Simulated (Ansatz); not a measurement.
Input file:

```yaml
crystal:
  periodic: [false, false, false]
  atoms:
    - {symbol: Si, position_ang: [0.000000, 0.000000, 0.000000]}
    - {symbol: H, position_ang: [1.102335, 1.106064, 1.103598]}
    - {symbol: H, position_ang: [-1.107102, -1.100498, 1.104390]}
    - {symbol: H, position_ang: [-1.100893, 1.101929, -1.109160]}
    - {symbol: H, position_ang: [1.105659, -1.107494, -1.098827]}
basis:
  gaussian: {orbitals: cc-pVDZ}
hamiltonian: {xc: {name: B2PLYP}}
correlation: {electrons: outside_noble_gas}
```

```sh
$ ansatz run in.yaml --threads 1 --pin off --events-out ev --progress --plain --max-ram 2393MiB
```

Task: Roughly how long does this take on 1 thread of Intel Xeon Platinum 8488C, shared host, and how much host memory?

Result: 0.36 s wall and 0.09 GiB.

```
361 factors; integrals over basis functions are off by at most 8.4e-4 eV
mean field evaluation 1: about -7933.3563 eV, gradient 5.3e0 eV
mean field evaluation 2: about -7933.3561 eV, gradient 5.2e0 eV
mean field evaluation 4: about -7933.4970 eV, gradient 6.6e-1 eV
mean field evaluation 8: about -7933.4989 eV, gradient 2.8e-4 eV
mean field -7933.49890367 eV, -291.5507071912 hartree, gradient 5.2e-6 eV, S^2 0.000000; 0 other end points of the search recorded, 0 dependent functions left out
5 core orbitals not correlated: weight in the atoms' cores, before any rotation towards them, 1.000 or more for the frozen orbitals, at most 0.000 for the correlated occupied ones
reference -7933.49904728 eV, -291.5507124687 hartree; 4, 4 occupied and 29, 29 virtual orbitals, 361 factors
second order -4.42000525 eV of doubles, -0.00000000 eV of singles
Total energy: -7934.69244870 eV, -291.5945691619 hartree
```
